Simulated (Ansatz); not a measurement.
Geometry optimisation, Ansatz, RKS PBE0-D4/6-31G*.

Input file:

```yaml
crystal:
  periodic: [false, false, false]
  atoms:
    - { symbol: Al, position_ang: [-0.986911, -0.556455, 0.721482] }
    - { symbol: H, position_ang: [1.682894, 0.050221, 1.082218] }
    - { symbol: F, position_ang: [1.688312, 0.394582, 0.217972] }
    - { symbol: "N", position_ang: [-1.637913, -0.069903, -0.889659] }
    - { symbol: H, position_ang: [-2.595451, -0.185731, -1.203552] }
    - { symbol: H, position_ang: [-1.093931, 0.367286, -1.627562] }
basis:
  gaussian: { orbitals: "6-31G*" }
hamiltonian:
  xc: pbe0
  dispersion: d4
relax:
  f_tol: 0.03
  max_steps: 50
```

Launched with:

```bash
$ ansatz run input.yaml --threads 1 --pin off --max-ram 2048MiB --backend cpu --events-out ev --progress --plain --runs-dir out
```

Where does it end, and by what steps?

It converged. After 8 steps the energy has fallen by 0.083 eV; F3 moved furthest, 0.50 Å.

| step | energy less start (eV) | largest force component (eV/Å) | accepted |
| --- | --- | --- | --- |
| 0 | 0.0000 | 0.297 | yes |
| 1 | -0.0239 | 1.204 | yes |
| 2 | -0.0717 | 0.205 | yes |
| 3 | -0.0761 | 0.509 | yes |
| 4 | -0.0784 | 0.280 | yes |
| 5 | -0.0808 | 0.346 | yes |
| 6 | -0.0818 | 0.195 | yes |
| 7 | -0.0825 | 0.162 | yes |
| 8 | -0.0833 | 0.013 | yes |

```xyz
6
Properties=species:S:1:pos:R:3
Al -0.878 -0.540 0.787
H 1.614 0.075 0.951
F 1.204 0.296 0.134
N -1.490 -0.048 -0.840
H -2.444 -0.179 -1.157
H -0.949 0.396 -1.574
```

Whether the end is a true minimum wasn't checked by a vibrational analysis.

The run took 16 s on 1 thread of Arm Neoverse V1 (shared host), peak memory 0.12 GiB.
